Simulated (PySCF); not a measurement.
Compound: C₄H₁₂P₂.
Z-matrix (Å and degrees, PBE0-D3(BJ)/def2-SVP geometry), rows numbered from 1:
```
C 
P   1  1.6746
C   2  1.8184  1  110.81
P   2  2.3091  1  125.83  3   119.17
C   2  1.8323  1  110.28  3  -120.00
C   5  1.5195  2  117.00  1   179.70
H   1  1.0940  2  117.32  3   168.88
H   1  1.0939  2  117.03  3   -45.73
H   3  1.0990  2  111.11  1   178.48
H   3  1.0998  2  108.61  1    58.76
H   3  1.0991  2  108.91  1   -59.42
H   4  1.4289  2   90.20  1   -43.51
H   4  1.4295  2   90.69  1    49.24
H   5  1.1032  2  105.27  1   -56.09
H   5  1.1019  2  104.45  1    55.38
H   6  1.1002  5  112.25  2    62.02
H   6  1.1004  5  110.21  2  -178.03
H   6  1.1008  5  111.81  2   -58.74
```

Linear response at B3LYP/def2-SVPD (PySCF, frozen core in the response, non-relativistic).

Static isotropic polarisability: 113.45 au (16.81 Å³), principal values 95.8, 106.3, 138.3 au.

Problem. What is the polarisability at 1064 nm and at the sodium D line?

Solution. 115.36 au at 1064 nm (+1.7 %), 120.42 au at 589.3 nm (+6.1 %). The rise at 589.3 nm is 3.64 times that at 1064 nm; a pure ω² law gives 3.26. The lowest singlet lies at 309 nm, shorter than both wavelengths.

Problem. What is the isotropic C6 coefficient between two such molecules, C6 = (3/π)∫α(iω)² dω?

Solution. 4293 au (Eh·bohr⁶) by a ten-point quadrature over imaginary frequencies, which is 2570 eV·Å⁶ or 247 J·nm⁶/mol.

Problem. Which effective excitation energy ω̄ makes London's formula C6 = (3/4)α²ω̄ exact here?

Solution. ω̄ = 4·C6/(3α²) = 0.445 Eh = 12.1 eV. A one-pole form α(ω) = α/(1 − ω²/ω̄²) fitted to the 1064 nm value gives 9.0 eV. London's choice of the ionisation energy (6.73 eV, ΔSCF at the same level) gives C6 = 2390 au, 44 % too low.

Problem. The lowest 10 singlets have (eV, f): 4.01, 0.013; 4.33, 0.002; 4.44, 0.266; 4.87, 0.040; 5.08, 0.027; 5.40, 0.040; 5.46, 0.016; 5.57, 0.023; 5.79, 0.002; 6.04, 0.008. What share of the static polarisability do they carry in the sum over states α = Σ f/ω²?

Solution. 14.85 au, 13.1 % of α; the largest term, 9.98 au, is that of the state at 4.44 eV. Their oscillator strengths add up to 0.44. Higher states carry the rest.

Problem. What molar refraction at the D line follows from R = (4π/3)·N_A·α′, with α′ the polarisability volume?

Solution. α′ = 17.84 Å³ gives R = 45.01 cm³/mol, for isolated, non-vibrating species.

Problem. What does −C6/R⁶ come to at R = 12 Å between centres?

Solution. -83 J/mol. This is the leading, orientation-averaged term; C8 and higher terms are left out.

Problem. How many electrons N does the Slater–Kirkwood formula C6 = (3/4)·√N·α^(3/2) need to give this C6?

Solution. N = (4·C6/3)²/α³ = 22.4; the species has 66 electrons in all.

Problem. What three-body coefficient follows from the one-pole estimate C9 = (3/4)·α·C6?

Solution. 365000 au. This is an estimate from the two numbers above, not a computed integral.

Problem. What n − 1 at the D line would an ideal gas of it have at 273.15 K and 1 atm (2.6868 × 10¹⁹ cm⁻³), by n − 1 = 2π·N·α′?

Solution. 30.12 × 10⁻⁴, a formal value whether or not that pressure can be reached.

The run took 96 s of wall time on one thread, Intel Xeon Platinum 8488C (x86_64), shared host with 192 logical CPUs at a one-minute load of 103, and the process peaked at 0.97 GiB of memory. This is the whole response run at B3LYP/def2-SVPD, SCF included.

One conformer stands for the species.
